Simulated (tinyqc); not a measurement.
A ladder of methods, and size consistency: correlation methods against full CI in the sto-6g basis, for HF, spin multiplicity 1. Computed by the program tinyqc with PySCF. 

Geometry (angstrom):
```
atom,x,y,z
F,0.0000,0.0000,0.0000
H,0.0000,0.0000,0.8460
```

RHF energy of one = -99.483320 hartree

All electrons correlated; +Q is the Davidson correction (1 - c0^2) E_corr. The last columns treat two copies 100 angstrom apart as one system. FCI is the lowest singlet.

Correlation energies (hartree):
```
method,E_corr of one,share of FCI (%),E_corr of two at 100 angstrom,two minus twice one (mhartree)
MP2,-0.014517,69.1080,-0.029035,0.0000
CISD,-0.021007,100.0000,-0.041567,0.4464
CISD+Q,-0.021235,101.0864,-0.042440,0.0294
CCSD,-0.021007,100.0000,-0.042013,0.0000
CCSD(T),-0.021007,100.0000,-0.042013,0.0000
FCI,-0.021007,100.0000,-,-
```

MP2 recovers 69 %, CISD 100.0 % and CCSD 100.0 % of the FCI value (c0^2 = 0.989 in CISD). MP2 and coupled cluster are size consistent, so their last column vanishes; CISD loses 0.45 mhartree, since a double excitation on each copy is a quadruple of the pair, and the Davidson correction leaves +0.03. With two electrons, or one virtual orbital, CISD and CCSD are exact for one copy, so +Q overshoots there.
